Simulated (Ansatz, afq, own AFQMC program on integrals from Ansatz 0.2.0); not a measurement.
C$_{2}$H, doublet: AFQMC among the cluster methods

```xyz
3

C     0.0000    0.0000    0.0447
C     0.0000    0.0000   -1.1555
H     0.0000    0.0000    1.1107
```

Connectivity, by distances: CH–C.

Basis 6-31G. Noble-gas cores (and the filled d shells of Ga–Kr and In–Xe) are frozen. AFQMC by an in-house program on the Cholesky factors that Ansatz 0.2.0 writes for its CCSD(T) run. The CISD trial takes its coefficients from CCSD amplitudes. Released means that phaseless walkers are propagated on without the constraint, phases kept. Error bars are statistical, one sigma.

Determinant: UHF, the one that the program's search chose, which needn't be the lowest solution. The geometry is a point of a scan.

Full CI on the same integrals is exact in this basis and with this determinant's frozen core.

Cautions: strong correlation (T1 0.068, weight of the determinant 0.81, largest double 0.12); unrestricted determinant spin contaminated (⟨S²⟩ 1.20 against 0.75).

```
T1 diagnostic                               : 0.0679
weight of the determinant in the CISD state : 0.814
⟨S²⟩ of the determinant                     : 1.204
size of the correlated space                : 9 electrons in 18 orbitals
```

| level | correlation energy (eV) |
| --- | --- |
| MP2 | -3.4934 |
| CCSD | -4.5350 |
| CCSD(T) | -4.6707 |

(1) Estimate where full CI lies against CCSD(T) on the same integrals.

(1) 2.15 mEh below CCSD(T).

Reference: full CI, correlation energy -4.729 eV. The released energy is read at 2.40 1/Eh (meV from the phaseless value at times in 1/Eh: 0 ± 5 at 0.24, -7 ± 4 at 0.51, -15 ± 4 at 0.99, -12 ± 3 at 1.62, -16 ± 4 at 2.40). The cautions show a poor starting determinant, so the rows tell how each method copes with it here, and full CI is the sure value.

```json
{"level": "CCSD(T)", "E − E(reference) (mEh)": "2.15", "share of correlation (%)": "98.76"}
{"level": "CCSDT", "E − E(reference) (mEh)": "1.09", "share of correlation (%)": "99.37"}
{"level": "CCSDT(Q)", "E − E(reference) (mEh)": "0.24", "share of correlation (%)": "99.86"}
{"level": "CCSDTQ", "E − E(reference) (mEh)": "0.11", "share of correlation (%)": "99.94"}
{"level": "ph-AFQMC/HF", "E − E(reference) (mEh)": "0.96 ± 0.86", "share of correlation (%)": "99.45"}
{"level": "ph-AFQMC/CISD", "E − E(reference) (mEh)": "0.64 ± 0.17", "share of correlation (%)": "99.63"}
{"level": "released AFQMC", "E − E(reference) (mEh)": "0.05 ± 0.14", "share of correlation (%)": "99.97"}
```

CCSDT and higher add their correlation energy to the determinant of the CCSD(T) run, since their own runs factorise the integrals more tightly (a shift of under 2 meV). A walk keeps the symmetry of its determinant, which the program's search chose and which needn't be the lowest solution, so a lower state of the same spin and another symmetry isn't excluded. Released energies are given only where the last usable release times agree within the noise; a slower fall can still hide under it.
